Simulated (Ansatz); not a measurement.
# C₂H₅FO: up Jacob's ladder to CCSD(T)

An exercise on one series of results from a longer session: the logs are not shown, and one member is left open.

Method: functionals in def2-TZVPP, the program's frozen cores in correlated methods; program: Ansatz 0.2.0, Gaussian basis.

The runs, in order: LDA (SPW92), PBE-D4, revPBE-D4, BLYP-D4, r2SCAN-D4, B97M-V, PBE0-D4, B3LYP-D4, r2SCANh-D4, r2SCAN0-D4, HSE06-D4, BHLYP-D4, CAM-B3LYP-D4, LC-ωPBE, ωB97X-V, ωB97M-V, B2PLYP, PBE-QIDH; CCSD(T)/def2-SVP; CCSD(T)/def2-TZVPP; MP2/def2-QZVPP; extrapolation to the limit; RPA on PBE.

## The relaxed structure

The geometry comes from an earlier relaxation with PBE0-D4 in a triple-zeta def2 set; it is a stationary point, not always the lowest conformer.

SMILES `CC(O)F`, 9 atoms, charge 0, spin multiplicity 1.

Atoms are counted from 1 here; the program's logs count them from 0.

Bond lengths: C1–C2 1.500 Å, C1–H5 1.091 Å, C1–H6 1.091 Å, C1–H7 1.090 Å, C2–O3 1.377 Å, C2–F4 1.391 Å, C2–H8 1.098 Å, O3–H9 0.962 Å. Angles: C2–C1–H5 109.3°, C2–C1–H6 110.0°, C2–C1–H7 110.0°, H5–C1–H6 109.0°, H5–C1–H7 109.3°, H6–C1–H7 109.2°, C1–C2–O3 109.2°, C1–C2–F4 109.1°, C1–C2–H8 112.4°, O3–C2–F4 109.4°, O3–C2–H8 111.6°, F4–C2–H8 105.0°, C2–O3–H9 108.9°.

Coordinates:

```xyz
9
charge 0, multiplicity 1
C    -0.7782   -0.0391   -0.6586
C     0.4541    0.1774    0.1680
O     0.3463   -0.5389    1.3385
F     1.5639   -0.2660   -0.5436
H    -0.9138   -1.1079   -0.8305
H    -1.6516    0.3502   -0.1342
H    -0.6790    0.4707   -1.6169
H     0.6469    1.2413    0.3608
H     1.0999   -0.3340    1.8997
```

Set-up of the first run:

File in.yaml:

```yaml
crystal:
  periodic: [false, false, false]
  atoms:
    - {symbol: C, position_ang: [-0.778179, -0.039085, -0.658619]}
    - {symbol: C, position_ang: [0.454061, 0.177441, 0.167961]}
    - {symbol: O, position_ang: [0.346275, -0.538946, 1.338456]}
    - {symbol: F, position_ang: [1.563941, -0.266038, -0.543630]}
    - {symbol: H, position_ang: [-0.913780, -1.107929, -0.830544]}
    - {symbol: H, position_ang: [-1.651584, 0.350226, -0.134208]}
    - {symbol: H, position_ang: [-0.678976, 0.470708, -1.616887]}
    - {symbol: H, position_ang: [0.646882, 1.241330, 0.360785]}
    - {symbol: H, position_ang: [1.099859, -0.334006, 1.899687]}
basis:
  gaussian: {orbitals: def2-TZVPP}
hamiltonian: {xc: lda}
output: {orbitals: {seedname: orbitals}}
```

Command:

```
ansatz run in.yaml --threads 2 --pin off --events-out ev --progress --plain --max-ram 4352MiB
```

Among the steps run: LDA; PBE-D4 (GGA); revPBE-D4 (GGA); BLYP-D4 (GGA); r2SCAN-D4 (meta-GGA); B97M-V (meta-GGA); PBE0-D4 (hybrid); B3LYP-D4 (hybrid); r2SCANh-D4 (hybrid); r2SCAN0-D4 (hybrid); HSE06-D4 (hybrid); BHLYP-D4 (hybrid); CAM-B3LYP-D4 (range-separated); LC-ωPBE (range-separated); ωB97X-V (range-separated); ωB97M-V (range-separated); B2PLYP (double hybrid); PBE-QIDH (double hybrid).

One table of the session follows, with a row left open; its other results are not shown here.

It belongs to the step «Frontier levels by functional». 

| functional | HOMO (eV) | LUMO (eV) | gap (eV) |
| --- | --- | --- | --- |
| LDA (SPW92) | -7.32 | 0.05 | 7.37 |
| PBE-D4 | -7.16 | 0.16 | 7.32 |
| revPBE-D4 | -7.10 | 0.20 | 7.30 |
| BLYP-D4 | -7.11 | 0.07 | 7.18 |
| r2SCAN-D4 | -7.54 | 0.98 | 8.51 |
| B97M-V | -7.70 | 0.43 | 8.13 |
| PBE0-D4 | -8.89 | 1.04 | 9.93 |
| B3LYP-D4 | -8.66 | 0.62 | 9.29 |
| r2SCANh-D4 | -8.19 | 1.23 | 9.42 |
| r2SCAN0-D4 | ? | ? | ? |
| HSE06-D4 | -8.48 | 0.67 | 9.15 |
| BHLYP-D4 | -10.60 | 1.62 | 12.21 |
| CAM-B3LYP-D4 | -10.43 | 1.76 | 12.20 |
| LC-ωPBE | -11.76 | 3.13 | 14.89 |
| ωB97X-V | -11.43 | 2.95 | 14.38 |
| ωB97M-V | -11.35 | 2.46 | 13.81 |

Q: Estimate the row for r2SCAN0-D4 from the others.

Worked estimate for «HOMO (eV)». Against the share of exact exchange, r2SCAN-D4 (0, -7.54), r2SCANh-D4 (0.1, -8.19) give a slope of -6.50 per unit share; at 0.25 the line stands at -9.16.

**Answer.** HOMO (eV): -9.16; LUMO (eV): 1.59; gap (eV): 10.75. In «HOMO (eV)» the line misses by 0.00.
